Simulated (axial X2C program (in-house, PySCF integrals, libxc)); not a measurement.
## Low determinants of S₂⁺ at the PBE0 level, with spin–orbit coupling

Calculated with an in-house relativistic program for diatomic molecules. Two-component (2c) means X2C with spin–orbit coupling and atomic mean-field two-electron Coulomb and Gaunt terms. Basis: S dyall-av3z [9s8p3d2f] (cores contracted in-house); Gaussian nuclei, density fitting, unrestricted open shells. Masses: S 31.972 u.

Search at 1.824 Å (vertical energies from the lowest determinant):

```csv
ΔE (eV),state,electrons beyond evenly filled partner blocks,"electrons in ±ω = 1/2, 3/2, 5/2, 7/2"
0.00,Ω = 1/2,ω = 1/2,25 6 0 0
0.06,Ω = 3/2,ω = 3/2,24 7 0 0
2.63,Ω = 5/2,"ω = -1/2, 2 × ω = 3/2",25 6 0 0
2.68,Ω = 1/2,"2 × ω = -1/2, ω = 3/2",24 7 0 0
3.88,Ω = 3/2,ω = 3/2,26 5 0 0
3.94,Ω = 7/2,"ω = 1/2, 2 × ω = 3/2",25 6 0 0
3.99,Ω = 5/2,"2 × ω = 1/2, ω = 3/2",24 7 0 0
```

Lowest determinant, Ω = 1/2 (⟨Sz⟩ = -0.50, ⟨Lz⟩ = 1.00 at PBE0): Re = 1.821 Å, ωe = 857.9 cm⁻¹.

The determinant in row 2 of the search, Ω = 3/2 (⟨Sz⟩ = 0.50, ⟨Lz⟩ = 1.00 at PBE0), was followed along the bond at PBE0; measured from the minimum of the lowest determinant it gives:

Te = 0.061 eV (496 cm⁻¹), Re = 1.821 Å, ωe = 857.8 cm⁻¹.

(1) Compare the bond of the determinant in row 2 with that of the lowest one.

The search compares states at one distance, so a state with another bond length can lie lower; it is not exhaustive and yields mostly the lowest determinant of each block pattern, so other components and higher states of one pattern are missing. These are energies of single determinants, not of spin-adapted states; PBE0 term energies can be off by some tenths of an eV, and the functional has no current term.

Results:

(1) At PBE0 its Re is the same within 0.001 Å and its force constant, which goes as ωe², is 1.00 times that of the lowest determinant. T0 ≈ Te + Δωe/2 = 496 + (0) = 496 cm⁻¹.
